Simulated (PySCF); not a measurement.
One molecule, many functionals

Species: 1,4-dichlorobutane, C₄H₈Cl₂.
SMILES: `C(CCCl)CCl`

Linear-response calculations in the def2-SVPD basis (PySCF; singlets by full response, triplets Tamm–Dancoff, core orbitals frozen in the response; HF means time-dependent Hartree–Fock). 'Strongest' is the level of largest summed f among the singlets computed (10 roots, of which the last may lack a degenerate partner); it can jump between rows when another state enters that window. S1 is the lowest singlet of each run and needn't be the same state throughout; f(S1) is that of one state. Geometry: PBE0-D3(BJ)/def2-SVP, one conformer, isolated molecule.

```tsv
functional	kind	S1 (eV)	f(S1)	strongest (eV)	T1 (eV)	HOMO (eV)	gap (eV)	ionisation energy, ΔSCF (eV)
LDA	LDA	6.44	0.006	6.97	6.19	-7.09	6.33	9.93
PBE	GGA	6.52	0.006	6.97	6.21	-7.01	6.41	9.74
B3LYP	global hybrid, 20% exact exchange	7.15	0.009	7.86	6.57	-8.15	8.24	10.24
PBE0	global hybrid, 25% exact exchange	7.32	0.007	8.18	6.66	-8.40	8.78	10.33
BHandHLYP	global hybrid, 50% exact exchange	7.67	0.006	8.70	6.97	-9.68	10.78	10.75
HF	Hartree–Fock	8.38	0.005	9.62	7.52	-11.72	14.38	not settled
```

S1 runs from 6.44 eV (LDA) to 8.38 eV (HF), a spread of 1.94 eV, while the orbital gap spreads over 8.0 eV. Along PBE (0%), B3LYP (20%), PBE0 (25%), BHandHLYP (50%), HF (100%) S1 rises with the share of exact exchange. −ε(HOMO) comes closest to its own ΔSCF ionisation energy with BHandHLYP (-1.07 eV) and misses most with LDA (-2.85 eV). 'Not settled' means that the ion's SCF failed to converge or may have ended in another state than the lowest.
